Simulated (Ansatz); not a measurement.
# Al2HCl (triplet): from Hartree-Fock to the top rungs, cc-pVDZ

How much of the correlation energy of Al2HCl (triplet) does each wave-function method recover here?

Program: Ansatz 0.2.0, Gaussian basis. Level of theory: cc-pVDZ, core rule «outside noble gas», up to 15 orbitals frozen. These are calculated values, not measurements.

The runs, in order: UHF; CCSD(T) on ROHF; CCSD(T) on UHF; BCCD(T) on ROHF; CISD; CCSDT(Q) on ROHF; CCSDT(Q) on UHF; CASSCF and NEVPT2, 10 electrons in 10 orbitals.

15 further runs of the same task are left out: 6 that didn't finish, 9 set aside as unsound or not needed.

### 1 The geometry

The geometry is a PBE0/def2-TZVP stationary point (not a proven minimum) of the parent state, kept for this charge and spin.

4 atoms, charge 0, spin multiplicity 3.

Atoms are counted from 1 here; the program's logs count them from 0.

Bond lengths: Al1–Al2 2.660 Å, Al1–H4 1.822 Å, Al2–Cl3 2.128 Å, Al2–H4 1.926 Å. Angles: Al2–Al1–H4 46.4°, Al1–Al2–Cl3 147.9°, Al1–Al2–H4 43.2°, Cl3–Al2–H4 104.7°, Al1–H4–Al2 90.4°.

Coordinates:

```csv
atom,x (Å),y (Å),z (Å)
Al1,0.0000,0.1663,2.5928
Al2,0.0000,-0.4686,0.0098
Cl3,0.0000,0.1975,-2.0108
H4,0.0000,1.1475,1.0581
```

### 2 UHF

File in.yaml:

```yaml
crystal:
  periodic: [false, false, false]
  atoms:
    - {symbol: Al, position_ang: [0.000000, 0.166286, 2.592835]}
    - {symbol: Al, position_ang: [0.000000, -0.468616, 0.009808]}
    - {symbol: Cl, position_ang: [0.000000, 0.197465, -2.010827]}
    - {symbol: H, position_ang: [0.000000, 1.147488, 1.058134]}
basis:
  gaussian: {orbitals: cc-pVDZ}
magnetization: {spin_polarized: true, initial_magnetization: 2}
hamiltonian: {xc: hf}
output: {orbitals: {seedname: orbitals}}
```

Command:

```console
$ ansatz run in.yaml --threads 1 --pin off --events-out ev --progress --plain --max-ram 2393MiB
```

Further steps of the session: CCSD(T) on ROHF; CCSD(T) on UHF; BCCD(T) on ROHF; CISD; CCSDT(Q) on ROHF; CCSDT(Q) on UHF; CASSCF and NEVPT2, 10 electrons in 10 orbitals.

**Question.** What will the summary of the whole plan be? Wanted: UCCSDT(Q) below the RHF energy; RMP2 from UCCSDT(Q); UMP2 from UCCSDT(Q); RCCSD from UCCSDT(Q); RCCSD(T) from UCCSDT(Q); UCCSD(T) from UCCSDT(Q); RCCSDT(Q) from UCCSDT(Q); NEVPT2 frontier from UCCSDT(Q); T1 diagnostic.

As calculated:

```
                         quantity                      value
   UCCSDT(Q) below the RHF energy                 -7.6038 eV
              RMP2 from UCCSDT(Q)                +1342.3 meV
              UMP2 from UCCSDT(Q)                +1360.4 meV
             RCCSD from UCCSDT(Q)                 +292.3 meV
          RCCSD(T) from UCCSDT(Q)                  +72.4 meV
          UCCSD(T) from UCCSDT(Q)                  +71.2 meV
         RCCSDT(Q) from UCCSDT(Q)                   +1.7 meV
   NEVPT2 frontier from UCCSDT(Q)                +1185.8 meV
levels within 1 kcal/mol (43 meV)  RCCSDT, UCCSDT, RCCSDT(Q)
                    T1 diagnostic                      0.031
```

**Reading.** RCCSD(T) misses by +72.4 meV, 1.0 % of the correlation energy. These misses are within one basis, not against nature; the frozen cores of restricted and unrestricted runs differ, which can shift their rows.
